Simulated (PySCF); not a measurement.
Compound: (Z)-pent-2-en-4-ynenitrile, C₅H₃N.
Atom-mapped SMILES: `[CH:1]#[C:2]/[CH:3]=[CH:4]\[C:5]#[N:6]` (hydrogens: H7 on C1; H8 on C3; H9 on C4)

The same species was optimised twice, with GFN2-xTB and with PBE0-D3(BJ)/def2-SVP (PySCF), and the same property calculations (PySCF, gas phase) were run on both structures.

| coordinate | GFN2-xTB | PBE0-D3(BJ)/def2-SVP | change |
| --- | --- | --- | --- |
| C4–C5 (Å) | 1.406 | 1.423 | +0.017 |
| C5≡N6 (Å) | 1.147 | 1.160 | +0.013 |
| C1≡C2 (Å) | 1.202 | 1.214 | +0.012 |
| C2–C3 (Å) | 1.405 | 1.416 | +0.011 |
| C3=C4 (Å) | 1.342 | 1.351 | +0.009 |
| C2–C3–C4 (°) | 123.4 | 125.0 | +1.6 |
| C3–C4–C5 (°) | 122.8 | 123.6 | +0.8 |
| C4–C5–N6 (°) | 178.9 | 178.5 | -0.4 |
| C1–C2–C3 (°) | 179.4 | 179.4 | 0.0 |

Rotational constants: A = 7227, B = 2736, C = 1984 MHz (GFN2-xTB) against A = 7269, B = 2585, C = 1907 MHz (PBE0-D3(BJ)/def2-SVP). Point groups within 0.08 Å: Cs and Cs.

On the GFN2-xTB structure: HOMO (eV) -7.79 [PBE0/pcSseg-1]; LUMO (eV) -2.37 [PBE0/pcSseg-1]; dipole (D) 3.70 [PBE0/pcSseg-1]; GIAO shielding of C1 (ppm) 81.3 [PBE0/pcSseg-1]; GIAO shielding of C2 (ppm) 103.3 [PBE0/pcSseg-1]; GIAO shielding of C3 (ppm) 49.8 [PBE0/pcSseg-1]; GIAO shielding of C4 (ppm) 68.3 [PBE0/pcSseg-1]; GIAO shielding of C5 (ppm) 66.1 [PBE0/pcSseg-1]; GIAO shielding of N6 (ppm) -68.1 [PBE0/pcSseg-1].

Problem. What do these properties become on the PBE0-D3(BJ)/def2-SVP structure?

Solution. 
```csv
property,level,on GFN2-xTB,on PBE0-D3(BJ)/def2-SVP,change
HOMO (eV),PBE0/pcSseg-1,-7.79,-7.78,+0.01
LUMO (eV),PBE0/pcSseg-1,-2.37,-2.42,-0.05
dipole (D),PBE0/pcSseg-1,3.70,3.75,+0.05
"energy, GFN2-xTB geometry as zero (kcal/mol)",PBE0/pcSseg-1,0.0,-0.4,-0.4
GIAO shielding of C1 (ppm),PBE0/pcSseg-1,81.3,79.4,-1.9
GIAO shielding of C2 (ppm),PBE0/pcSseg-1,103.3,103.2,-0.1
GIAO shielding of C3 (ppm),PBE0/pcSseg-1,49.8,47.7,-2.1
GIAO shielding of C4 (ppm),PBE0/pcSseg-1,68.3,65.3,-3.0
GIAO shielding of C5 (ppm),PBE0/pcSseg-1,66.1,64.1,-2.0
GIAO shielding of N6 (ppm),PBE0/pcSseg-1,-68.1,-73.5,-5.4
```

The heavy atoms differ by 0.045 Å rms after alignment. Among bonds between heavy atoms C4–C5 changes most (+0.017 Å). Changes are differences of the printed values. Neither structure is proved a minimum here.
